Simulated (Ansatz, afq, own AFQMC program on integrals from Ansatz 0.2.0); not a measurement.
CH$_{3}$B, triplet: AFQMC among the cluster methods

```xyz
5

B    -0.0243    0.0745    0.7373
C    -0.0243   -0.0773   -0.7515
H    -0.0243    1.1731    1.2249
H    -0.0243   -0.8845    1.4527
H     0.5991   -0.1671   -1.6316
```

Connectivity, by distances: BH2–CH.

Basis cc-pVDZ. Only valence electrons are correlated. Ansatz 0.2.0 and our own AFQMC program on the same integrals; the CISD trial comes from CCSD amplitudes, and released means the phaseless constraint is let go. Error bars are statistical, one sigma.

Determinant: UHF, the one that the program's search chose, which needn't be the lowest solution. The geometry is a point of a scan.

No full CI on the walks' own integrals is used here; CCSDT(Q) serves as the reference and is uncertain by about the last step of the cluster series.

Cautions: lower spins were not checked.

- T1 diagnostic: 0.0176
- weight of the determinant in the CISD state: 0.906
- ⟨S²⟩ of the determinant: 2.024
- size of the correlated space: 10 electrons in 41 orbitals

Reference: CCSDT(Q), correlation energy -5.660 eV. The released energy is read at 2.40 1/Eh (meV from the phaseless value at times in 1/Eh: 5 ± 10 at 0.24, -2 ± 9 at 0.51, -16 ± 8 at 0.99, -4 ± 12 at 1.62, -1 ± 13 at 2.40).

```json
{"level": "HF", "E − E(reference) (kJ/mol)": "546.1", "share of correlation (%)": "0.00"}
{"level": "MP2", "E − E(reference) (kJ/mol)": "108.6", "share of correlation (%)": "80.11"}
{"level": "CCSD", "E − E(reference) (kJ/mol)": "14.4", "share of correlation (%)": "97.36"}
{"level": "CCSD(T)", "E − E(reference) (kJ/mol)": "2.9", "share of correlation (%)": "99.47"}
{"level": "CCSDT", "E − E(reference) (kJ/mol)": "0.5", "share of correlation (%)": "99.91"}
{"level": "ph-AFQMC/CISD", "E − E(reference) (kJ/mol)": "0.2 ± 0.8", "share of correlation (%)": "99.97"}
{"level": "released AFQMC", "E − E(reference) (kJ/mol)": "0.0 ± 1.3", "share of correlation (%)": "99.99"}
```

Released energies are given only where the last usable release times agree within the noise; a slower fall can still hide under it.
